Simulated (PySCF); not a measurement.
## Computed spin Hamiltonian

Species: 1-cyano propargyl radical, C₄H₂N (doublet state).
Structure used (PBE0-D3(BJ)/def2-SVP), in Å, numbered top down from 1:
```xyz
7
C4H2N angstrom
C      1.878   -0.452    0.295
C      0.755    0.013    0.131
C     -0.504    0.553   -0.062
C     -1.681   -0.137    0.268
N     -2.668   -0.698    0.534
H      2.859   -0.867    0.442
H     -0.604    1.558   -0.487
```

As a line formula: 1-cyano propargyl radical, `C#C[CH]C#N`.

Computed with UKS B3LYP, IGLO-III on C N, pcH-1 on H, non-relativistic, mean-field spin-orbit, GIAO (PySCF). Geometry: PBE0-D3(BJ)/def2-SVP; no solvent, vibrations or thermal averaging. No stability test was run, so a lower SCF solution isn't excluded. ⟨S²⟩ is 0.775 where a pure state has 0.75.

```
g1, g2, g3                      : 2.00222, 2.00315, 2.00352
g_iso                           : 2.00297
Form of g                       : rhombic: the two nearest values differ by 29 % of g3 − g1
⟨S²⟩                            : 0.7753 (exact 0.7500)
HOMO–LUMO gap, α and β orbitals : 6.32, 4.55 eV
Total energy                    : -208.33270 Eh
```

Isotropic coupling and dipolar principal values T1 to T3, in MHz; ρ(0) is the spin density at the nucleus:

```tsv
atom	isotope	a_iso	T1	T2	T3	Mulliken spin population	ρ(0) (bohr⁻³)
C1	13C	38.0	-39.5	-29.0	68.5	0.47	0.0338
C2	13C	-59.3	-18.0	-1.8	19.8	-0.20	-0.0528
C3	13C	56.7	-53.5	-52.5	106.0	0.67	0.0505
C4	13C	-49.9	-16.3	-0.8	17.1	-0.17	-0.0444
N5	14N	6.8	-13.9	-10.3	24.1	0.30	0.0211
H6	1H	-38.6	-17.0	-2.3	19.3	-0.02	-0.0086
H7	1H	-50.8	-23.9	-1.5	25.4	-0.04	-0.0114
```

Largest spin populations (Mulliken): C3 (+0.67), C1 (+0.47), N5 (+0.30) and C2 (-0.20). Three atoms exceed +0.15. The angles at C3 add up to 360.0°, so it is planar; its axial dipolar tensor and the negative coupling of its proton fit spin in a p orbital normal to that plane.

Axes: g1 is normal to the molecular plane and g3 points within 12° of the C2–C3 bond.

Under fast tumbling the dipolar parts average out, and these isotropic splittings remain: 1 × 1H (H7, I = 1/2, 2 lines) with 1.81 mT, 1 × 1H (H6, I = 1/2, 2 lines) with 1.38 mT and 1 × 14N (N5, I = 1, 3 lines) with 0.24 mT.

The 13C coupling of C2 (-59.3 MHz) shows only in satellite lines or after enrichment, since that isotope makes up about 1.07 % of natural carbon.

Examples of negative spin density at the nucleus (bohr⁻³): C2 (-0.0528), C4 (-0.0444) and H7 (-0.0114).

Time: 19 s of wall time (with the writing of density and orbital grids); peak memory 0.73 GiB. Hardware: Arm Neoverse V1, one thread, on a shared host.
